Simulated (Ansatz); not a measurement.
# SnH₂⁺, doublet: the ladder up to full CI

Geometry: a PBE0/def2-TZVP stationary point for this spin, not checked as a minimum.

```tsv
atom	x (Å)	y (Å)	z (Å)
Sn	0.0000	0.0000	0.0000
H	0.0000	0.0000	-1.6554
H	0.0000	0.0000	1.6554
```

Basis def2-TZVP with its core potentials; Ansatz 0.2.0. Correlated methods freeze the noble-gas cores and the filled d shells of p-block atoms, which leaves 5 electrons in 53 orbitals. R marks a restricted (for open shells ROHF) determinant, U an unrestricted one. Active spaces: valence = (5e, 6o) chosen from the atoms' valence shells. No spin–orbit coupling is included; scalar relativity enters through the core potentials alone.

Full CI is exact within this basis and frozen core; it isn't the basis-set limit. The frozen core follows each run's orbitals, which can shift R against U totals by a few meV for light atoms and by up to 0.1 eV past Ca.

The UHF ⟨S²⟩ is 0.776, the T1 diagnostic (RCCSD) is 0.0228 and the largest doubles amplitude (RCCSD) is 0.114.

| level | E − E(full CI) (meV) | share of correlation (%) | wall time |
| --- | --- | --- | --- |
| RHF | 2502 | 0.00 | – |
| RMP2 | 609 | 75.68 | – |
| RCCSD | 66 | 97.34 | – |
| RCCSD(T) | 15 | 99.42 | 4.6 s |
| BCCD(T) | 14 | 99.43 | 3.8 s |
| RCCSDT | 1 | 99.98 | – |
| RCCSDT(Q) | -1 | 100.03 | 18 s |
| CASSCF (valence space) | 1298 | 48.10 | – |
| NEVPT2 (valence space) | 319 | 87.25 | 2 s |
| MRCISD (valence space) | 26 | 98.96 | – |
| MRCISD+Q (valence space) | -12 | 100.49 | 2.9 s |

The correlation energy at full CI, counted from RHF, is -2.502 eV. That run took 75 s on 1 thread of Intel Xeon Platinum 8488C, shared host over 4,034,844 determinants.

Run but not shown, since their state or frozen core can't be matched to the reference's or they repeat it: UHF, UMP2, UCCSD, UCCSD(T), UCCSDT, UCCSDT(Q).

Times hold each run's SCF and search for its determinant on a shared host, so for small cases they say little of a method's own cost; they ran on 1 thread of Intel Xeon Platinum 8488C.

Not variational, and here over 5 meV under the exact energy: MRCISD+Q (valence space).

The full-CI state has the irrep B3u of D2h, in the program's axes (one component, if the state is degenerate).

Natural occupations of full CI about the gap: 1.949 1.925 0.987 0.065 0.015 0.014 0.010 0.006 0.005 0.004; effectively unpaired electrons, Σ n²(2−n)², 1.05.
